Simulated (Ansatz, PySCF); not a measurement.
CH2O, SMILES C=O. Atoms are numbered in the order given.

```xyz
4

C     -0.5279     0.0050     0.0000
O      0.6679    -0.0021     0.0000
H     -1.1145     0.0085     0.9404
H     -1.1145     0.0085    -0.9404
```
Charge 0, spin multiplicity 1.

The structure is a stationary point at PBE0-D3(BJ)/def2-TZVPD.

Two levels are set side by side: PBE-D3(BJ)/def2-TZVPD (Ansatz, a quantum-chemistry and plane-wave program) and PBE0-D3(BJ)/def2-TZVPD (Ansatz). Each level has its own optimised geometry; the coordinates shown are those of the second. Frequencies come from the Hessian of PySCF at each geometry. Differences are taken from unrounded values.

```csv
quantity,PBE0-D3(BJ),PBE-D3(BJ),PBE-D3(BJ) minus PBE0-D3(BJ)
mean bond length (Å),1.138,1.149,0.011
bond C1–O2 (Å),1.196,1.209,0.013
bond C1–H3 (Å),1.108,1.118,0.010
bond C1–H4 (Å),1.108,1.118,0.010
highest harmonic wavenumber (cm⁻¹),2963,2840,-124
mean harmonic wavenumber (cm⁻¹),1951,1873,-78
zero-point energy (kcal/mol),16.74,16.06,-0.67
```

Exact exchange shortens and stiffens bonds; PBE has none. Differences between two approximate levels are no errors against the true value.
